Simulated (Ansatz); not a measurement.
A nudged elastic band was laid between two geometries of BClH2O + H2 (7 atoms, charge 0, multiplicity 1).

Level of theory: Ansatz 0.2.0, RKS B3LYP-D4/def2-SVP.

```
movable images  : 9
climbing image  : yes
spring          : 5.0 eV/Å²
optimiser       : fire
start path      : through a guess of the saddle point
force threshold : 0.05 eV/Å
iteration limit : 42
end points      : relaxed
largest step    : 0.5 Å
```

Initial state:

```xyz
7
Properties=species:S:1:pos:R:3
B -0.130 -0.656 -0.085
Cl 0.087 -0.736 1.681
O 0.919 -0.738 -0.914
H 1.772 -0.836 -0.467
H -1.232 -0.532 -0.539
H 0.248 2.931 0.906
H 0.173 2.286 1.304
```

Final state:

```xyz
7
Properties=species:S:1:pos:R:3
B 0.070 0.345 -0.463
Cl -0.019 0.243 2.840
O 1.288 -0.161 -0.731
H 1.273 -1.085 -1.012
H -0.939 -0.304 -0.602
H 0.043 1.500 -0.103
H 0.122 1.179 1.959
```

**Question.** What changes between the two ends?

**Answer.** Bonds broken: B1–Cl2, H6–H7. Bonds formed: B1–H6, Cl2–H7. BClH2O + H2 becomes BH3O + ClH.

**Question.** What energy profile does the band end with?

**Answer.** It did not converge within its limit. The highest image is number 6 of 0 to 10, 1.68 eV above the first end and 0.87 eV above the last; the last end lies 0.80 eV above the first. The band didn't meet its force threshold, so its energies are provisional: the largest band force was still 0.20 eV/Å, and over the last iterations the top stayed at 1.68 eV. The orbitals stay closed-shell, which can raise the energy where a bond breaks towards radicals; this wasn't checked here.

```
image  path coordinate (Å)  energy (eV)  B1–Cl2 (Å)  H6–H7 (Å)  B1–H6 (Å)
    0                 0.00         0.00        1.78       0.76       3.74
    1                 0.52         0.02        1.78       0.76       3.23
    2                 1.07         0.07        1.78       0.76       2.72
    3                 1.61         0.30        1.79       0.76       2.25
    4                 2.13         0.83        1.82       0.76       1.94
    5                 2.61         1.21        1.90       0.80       1.60
    6                 3.08         1.68        2.18       0.99       1.34
    7                 3.47         1.26        2.47       1.33       1.24
    8                 3.87         0.92        2.82       1.62       1.22
    9                 4.22         0.82        3.08       1.82       1.21
   10                 4.52         0.80        3.31       2.09       1.21
```

The run took 13 min on 1 thread of Intel(R) Xeon(R) Platinum 8259CL CPU @ 2.50GHz (Skylake/Cascade Lake), on a shared host, peak memory 0.14 GiB.
